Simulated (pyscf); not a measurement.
Four-centre exchange: HS–Cu (SMILES [SH][Cu]) + SiH₄ (SMILES [SiH4]) → CuH (SMILES [CuH]) + H₃Si–SH (SMILES [SiH3]S)

Gas phase, singlet surface, charge 0. Bonds broken: Cu1–S2, Si4–H5. Bonds formed: Cu1–H5, S2–Si4. Optimised with ωB97X-D3(BJ)/def2-SVP in PySCF.

Transition state (Å):

```xyz
8

Cu     0.5774    -0.3298    -0.0734
S     -1.0045    -0.4387     1.3965
H     -1.4446    -1.6520     1.0014
Si    -1.2067     0.6417    -1.1118
H      1.3189    -0.0164    -1.3299
H     -1.4482     1.9564    -0.4663
H     -2.4168    -0.2145    -1.2156
H     -0.7586     0.8920    -2.5105
```

One imaginary mode, 203i cm⁻¹; descent along it reached the two sides named, in the forms told below.

```tsv
bond	change	reactant side (Å)	saddle	product side
Cu1–S2	breaks	2.138	2.162	2.270
Si4–H5	breaks	1.577	2.6	4.2
Cu1–H5	forms	1.605	1.492	1.512
S2–Si4	forms	4.4	2.7	2.189
```

Electronic energies relative to the separated reactants (kcal/mol):

| level | barrier | reaction energy | reverse barrier |
|---|---|---|---|
| ωB97X-D3(BJ)/def2-TZVP | -1.2 | +11.1 | -12.3 |
| PBE/def2-TZVP | -6.0 | +8.7 | -14.7 |
| r²SCAN/def2-TZVP | -8.4 | +9.9 | -18.3 |
| B3LYP-D3(BJ)/def2-TZVP | 2.8 | +9.9 | -7.1 |
| PBE0-D3(BJ)/def2-TZVP | 0.0 | +10.1 | -10.1 |
| M06-2X/def2-TZVP | 16.2 | +13.3 | 2.9 |
| ωB97M-D3(BJ)/def2-TZVP | 4.3 | +9.8 | -5.5 |
| HF/def2-TZVP | 43.2 | +16.5 | 26.7 |

With ωB97M-D3(BJ)/def2-TZVP energies and thermal terms (ideal gas, 1 atm, RRHO with modes under 100 cm⁻¹ raised to 100, one conformer, R ln 2 for chiral ones without a mode under 150 cm⁻¹), in kcal/mol:

```tsv
T (K)	ΔH‡	ΔG‡	ΔH	ΔG
298	4.4	14.6	+9.2	+9.0
600	4.9	24.7	+9.6	+8.6
900	5.6	34.4	+10.0	+8.1
1200	6.3	43.8	+10.5	+7.4
```

On the reactant side the descent ends in an adduct with a Cu–Si, Cu–H contact, 23.2 kcal/mol under the separated species and 22.0 kcal/mol under the saddle at ωB97X-D3(BJ)/def2-TZVP. On the product side the descent ends in an adduct with a Cu–S contact, 28.7 kcal/mol under the separated species and 16.4 kcal/mol under the saddle at ωB97X-D3(BJ)/def2-TZVP. At ωB97X-D3(BJ)/def2-TZVP, PBE, r²SCAN the saddle lies under the separated reactants, which points to a path from their complex (located at ωB97X-D3(BJ) alone). At ωB97X-D3(BJ)/def2-TZVP, PBE, r²SCAN, B3LYP-D3(BJ), PBE0-D3(BJ), ωB97M-D3(BJ) the saddle lies under the separated products, which points to a path from their complex (located at ωB97X-D3(BJ) alone), and parting the products costs more than the saddle. What is counted as formed (Cu–H) is already present as a longer contact in the reactant adduct; forming that adduct is a step of its own. What is counted as broken (Cu–S) persists as a longer contact in the product adduct; parting that adduct is a step of its own. This is the saddle that the search found; another between the same sides may lie lower.
